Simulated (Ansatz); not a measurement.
Results of PBE-D4 (PAW; Ansatz, an electronic-structure program) for HgS (P3₂21, No. 154).

Settings: plane-wave cutoff 520 eV, 12×12×4 k mesh (along the axes of the cell as run), Fermi–Dirac smearing 0.01 eV, scalar-relativistic PAW data made under PBE.

The cell is scaled about its equilibrium volume:

Shape and atoms are relaxed at each volume.

```csv
V (Å³/atom),P (GPa),direct gap at Γ (eV),smallest gap on the k mesh (eV),c (Å)
22.879,1.05,1.158,1.118,9.441
23.355,0.47,1.231,1.198,9.481
23.832,-0.01,1.305,1.276,9.511
24.309,-0.40,1.379,1.352,9.543
24.785,-0.73,1.450,1.424,9.578
```

A straight line through the gaps at Γ against ln V gives a volume deformation potential dE_g(Γ)/d ln V of 3.7 eV: the gap at Γ narrows under compression.

Note: the bulk modulus comes from volumes at which shape and atoms were relaxed.

Spin–orbit coupling is not included.
